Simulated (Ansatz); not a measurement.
## Te (model structure, started from the lonsdaleite type, P6₃/mmc, No. 194, 4 atoms in the cell): volume per atom by level of theory

No measured value is used here.

```tsv
level (code)	value (Å³/atom)
PBE (Ansatz)	58.27
PBEsol (Ansatz)	[?]
PBE-D3(BJ) (Ansatz)	49.54
```

Complete the blanks.


- PBEsol (Ansatz, a first-principles code), value (Å³/atom): 51.35

Ansatz's density-functional and Hartree–Fock values are scalar-relativistic unless marked +SOC, with PAW data made under PBE.

A model structure was made by putting elements into a prototype or built by hand; it is no filed structure, need not be a known phase, and can be a saddle point held by its symmetry.
